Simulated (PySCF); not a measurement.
Record of a relaxation.

Species: [MoOCl4]-, Cl₄MoO (charge -1 and doublet state).
SMILES with atom numbers: `[O:1]=[Mo-:2]([Cl:3])([Cl:4])([Cl:5])[Cl:6]`
Bond orders are those of one Lewis drawing.

Computed by this run: PBE0-D3(BJ)/def2-SVP geometry optimisation, gas phase, def2 core potentials past Kr in PySCF; unrestricted, density fitting, grid level 1; the optimiser is geomeTRIC in internal coordinates, started from a GFN2-xTB structure with every atom displaced at random (about 0.01 Å). The frame can shift and turn from step to step; on so coarse a grid that alone can change the energy by a few meV, and forces under 0.02 eV/Å are noise.

Step 0: E = -53966.9745 eV, largest atomic force 1.966 eV/Å
```
atom  x, y, z in Å  |  force x, y, z in eV/Å
O1     -0.865   -0.236   -1.629   -0.640  -0.144  -1.123
Mo2    -0.112   -0.029   -0.202    1.047   0.095   1.662
Cl3    -1.678   -0.242    1.544   -0.224  -0.040  -0.065
Cl4     0.661   -2.146    0.504   -0.170  -0.144  -0.115
Cl5    -0.154    2.256    0.348   -0.134   0.220  -0.119
Cl6     2.172    0.367   -0.611    0.120   0.014  -0.241
```

Step 1: E = -53967.0022 eV, largest atomic force 1.635 eV/Å
```
atom  x, y, z in Å  |  force x, y, z in eV/Å
O1     -1.131   -0.202   -1.748    0.549   0.239   0.937
Mo2    -0.383   -0.024   -0.277   -0.939  -0.108  -1.334
Cl3    -2.213   -0.030    1.233    0.220   0.016   0.079
Cl4    -0.026   -2.261    0.352    0.129  -0.054   0.156
Cl5    -0.296    2.319    0.072    0.080  -0.105   0.046
Cl6     1.920    0.089   -0.800   -0.039   0.012   0.115
```

Step 2: E = -53967.0329 eV, largest atomic force 0.498 eV/Å
```
atom  x, y, z in Å  |  force x, y, z in eV/Å
O1     -1.115   -0.142   -1.787   -0.343  -0.176  -0.315
Mo2    -0.423   -0.043   -0.308    0.256   0.264   0.182
Cl3    -2.172   -0.034    1.281    0.039  -0.035  -0.014
Cl4    -0.002   -2.258    0.389   -0.008  -0.045  -0.001
Cl5    -0.297    2.287    0.061    0.008   0.009   0.072
Cl6     1.879    0.080   -0.805    0.047  -0.016   0.075
```

Step 3: E = -53967.0428 eV, largest atomic force 0.175 eV/Å
```
atom  x, y, z in Å  |  force x, y, z in eV/Å
O1     -1.148   -0.164   -1.776   -0.133  -0.053  -0.100
Mo2    -0.418   -0.033   -0.312    0.053   0.050   0.002
Cl3    -2.158   -0.040    1.280    0.043   0.000   0.022
Cl4     0.003   -2.255    0.375    0.016   0.002   0.004
Cl5    -0.295    2.296    0.069    0.011  -0.004   0.030
Cl6     1.887    0.087   -0.805    0.011   0.005   0.043
```

Step 4: E = -53967.0451 eV, largest atomic force 0.096 eV/Å
```
atom  x, y, z in Å  |  force x, y, z in eV/Å
O1     -1.188   -0.178   -1.769    0.010   0.014   0.054
Mo2    -0.421   -0.029   -0.322   -0.040  -0.060  -0.063
Cl3    -2.129   -0.045    1.300    0.018   0.008   0.021
Cl4     0.020   -2.250    0.363    0.016   0.021  -0.008
Cl5    -0.295    2.296    0.074    0.002   0.005  -0.005
Cl6     1.884    0.097   -0.814   -0.005   0.011   0.001
```

Step 5: E = -53967.0452 eV, largest atomic force 0.051 eV/Å
```
atom  x, y, z in Å  |  force x, y, z in eV/Å
O1     -1.212   -0.184   -1.761    0.022   0.017   0.033
Mo2    -0.424   -0.030   -0.326   -0.021  -0.046   0.001
Cl3    -2.108   -0.050    1.319    0.001   0.002   0.012
Cl4     0.037   -2.247    0.356    0.009   0.013  -0.009
Cl5    -0.299    2.295    0.072   -0.007   0.008  -0.015
Cl6     1.878    0.107   -0.827   -0.004   0.006  -0.021
```

Step 6: E = -53967.0455 eV, largest atomic force 0.033 eV/Å
```
atom  x, y, z in Å  |  force x, y, z in eV/Å
O1     -1.233   -0.190   -1.751    0.020   0.006   0.015
Mo2    -0.427   -0.032   -0.327    0.000  -0.005   0.033
Cl3    -2.089   -0.057    1.340   -0.007  -0.004  -0.001
Cl4     0.058   -2.244    0.351    0.004   0.003  -0.002
Cl5    -0.309    2.295    0.067   -0.011   0.001  -0.014
Cl6     1.870    0.119   -0.848   -0.005  -0.001  -0.030
```

Step 7: E = -53967.0461 eV, largest atomic force 0.064 eV/Å
```
atom  x, y, z in Å  |  force x, y, z in eV/Å
O1     -1.253   -0.200   -1.736    0.006  -0.010  -0.016
Mo2    -0.428   -0.034   -0.324    0.019   0.035   0.050
Cl3    -2.069   -0.066    1.364   -0.012  -0.006  -0.007
Cl4     0.086   -2.238    0.349    0.000  -0.007   0.010
Cl5    -0.324    2.296    0.058   -0.008  -0.005  -0.005
Cl6     1.860    0.134   -0.880   -0.005  -0.007  -0.032
```

Step 8: E = -53967.0468 eV, largest atomic force 0.054 eV/Å
```
atom  x, y, z in Å  |  force x, y, z in eV/Å
O1     -1.258   -0.207   -1.727   -0.005  -0.019  -0.017
Mo2    -0.428   -0.035   -0.320    0.016   0.043   0.029
Cl3    -2.064   -0.070    1.374   -0.007  -0.003  -0.009
Cl4     0.100   -2.234    0.356    0.002  -0.005   0.016
Cl5    -0.333    2.298    0.051    0.000  -0.008   0.004
Cl6     1.854    0.139   -0.903   -0.006  -0.008  -0.022
```

Step 9: E = -53967.0471 eV, largest atomic force 0.025 eV/Å
```
atom  x, y, z in Å  |  force x, y, z in eV/Å
O1     -1.258   -0.211   -1.722   -0.009  -0.018  -0.010
Mo2    -0.426   -0.034   -0.317    0.000   0.025   0.002
Cl3    -2.066   -0.069    1.374   -0.001   0.003  -0.002
Cl4     0.105   -2.230    0.368    0.006   0.003   0.015
Cl5    -0.335    2.299    0.048    0.009  -0.006   0.009
Cl6     1.850    0.137   -0.919   -0.004  -0.005  -0.013
```

Step 10: E = -53967.0472 eV, largest atomic force 0.024 eV/Å
```
atom  x, y, z in Å  |  force x, y, z in eV/Å
O1     -1.259   -0.215   -1.719   -0.003  -0.013   0.003
Mo2    -0.425   -0.033   -0.315   -0.015   0.004  -0.018
Cl3    -2.069   -0.067    1.373    0.001   0.006   0.004
Cl4     0.110   -2.226    0.379    0.007   0.010   0.011
Cl5    -0.333    2.299    0.049    0.013  -0.005   0.009
Cl6     1.847    0.133   -0.934   -0.003  -0.002  -0.010
```

**Question.** Summarise the path.

**Answer.** The energy falls by 7.01 kJ/mol from step 0 to step 10; nine tenths of that is first reached at step 3. It falls at every step. The largest force goes from 1.966 to 0.024 eV/Å. Among the bonds O1=Mo2 changes most, from 1.627 to 1.643 Å; the atoms move by 0.069 Å rms after alignment.

**Question.** Follow the three bonds and two angles with the largest change from start to end.

**Answer.** 
| step | E above end (kJ/mol) | largest force (eV/Å) | O1=Mo2 (Å) | Mo2–Cl5 (Å) | Mo2–Cl6 (Å) | Cl3–Mo2–Cl6 (°) | Cl4–Mo2–Cl5 (°) |
| --- | --- | --- | --- | --- | --- | --- | --- |
| 0 | 7.01 | 1.966 | 1.627 | 2.352 | 2.354 | 142.1 | 143.8 |
| 1 | 4.34 | 1.635 | 1.660 | 2.370 | 2.364 | 153.2 | 153.6 |
| 2 | 1.38 | 0.498 | 1.636 | 2.362 | 2.359 | 149.8 | 150.5 |
| 3 | 0.42 | 0.175 | 1.641 | 2.363 | 2.360 | 149.5 | 150.5 |
| 4 | 0.20 | 0.096 | 1.644 | 2.362 | 2.360 | 148.4 | 150.0 |
| 5 | 0.19 | 0.051 | 1.644 | 2.362 | 2.360 | 147.8 | 149.7 |
| 6 | 0.16 | 0.033 | 1.644 | 2.363 | 2.360 | 147.6 | 149.7 |
| 7 | 0.10 | 0.064 | 1.643 | 2.364 | 2.361 | 147.7 | 149.8 |
| 8 | 0.04 | 0.054 | 1.643 | 2.364 | 2.361 | 148.2 | 149.9 |
| 9 | 0.01 | 0.025 | 1.643 | 2.363 | 2.361 | 148.8 | 149.9 |
| 10 | 0.00 | 0.024 | 1.643 | 2.362 | 2.361 | 149.3 | 149.6 |

What follows is the cost of the whole optimisation. Time: 3.2 min wall; peak memory 0.58 GiB. Hardware: an Arm Neoverse V1 with one thread, on a shared host.
